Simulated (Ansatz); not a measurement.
Relaxation of AlClFH (4 atoms, charge 0, multiplicity 1), to a largest force component of 0.03 eV/Å in at most 50 steps.

Theory: RKS PBE-D4/def2-SVP (Ansatz).

```xyz
4
Properties=species:S:1:pos:R:3
Al 0.158 0.000 0.186
H 0.663 0.000 1.646
F 1.772 0.000 -0.235
Cl -1.561 0.000 -1.001
```

Question: Where does it end, and by what steps?

Answer: The run converged. After 4 steps the energy has fallen by 0.628 eV; H2 moved furthest, 0.37 Å.

```
step  energy less start (eV)  largest force component (eV/Å)  accepted
   0                  0.0000                           1.469       yes
   1                 -0.4708                           1.047       yes
   2                 -0.6121                           0.729       yes
   3                 -0.6253                           0.363       yes
   4                 -0.6283                           0.013       yes
```

```xyz
4
Properties=species:S:1:pos:R:3
Al 0.336 0.000 0.247
H 0.338 0.000 1.823
F 1.787 0.000 -0.584
Cl -1.429 0.000 -0.891
```

Whether the end is a true minimum wasn't checked by a vibrational analysis.

Run time: 3.5 s on 1 thread of Intel(R) Xeon(R) 6975P-C (Granite Rapids) (shared host), peak memory 0.14 GiB.
